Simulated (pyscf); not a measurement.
PySCF, gas phase, ωB97X-D3(BJ)/def2-SVP geometries.

### Question
`[BH2][OH]` + `[H]` [doublet] -> `[BH][OH]` [doublet] + `[H][H]`
Surface: doublet. Broken: B–H. Formed: H–H. Give ΔE‡ and ΔE from PBE0-D3(BJ)/def2-TZVP, relative to the separated reactants.

### Answer
ΔE‡ = 8.4 kcal/mol, ΔE = +2.6 kcal/mol. ωB97M-D3(BJ)/def2-TZVP gives 11.6 kcal/mol and +3.9 kcal/mol. Zero-point energy shifts the barrier by -0.8 kcal/mol. It is a hydrogen abstraction, with an imaginary mode of 788i cm⁻¹. [HB–OH]• lies 5.8 kcal/mol over its isomer H₂B–O• (electronic energy, ωB97M-D3(BJ)/def2-TZVP). One saddle was located; it need not be the lowest between these sides. The angle at the transferred H is 174°.
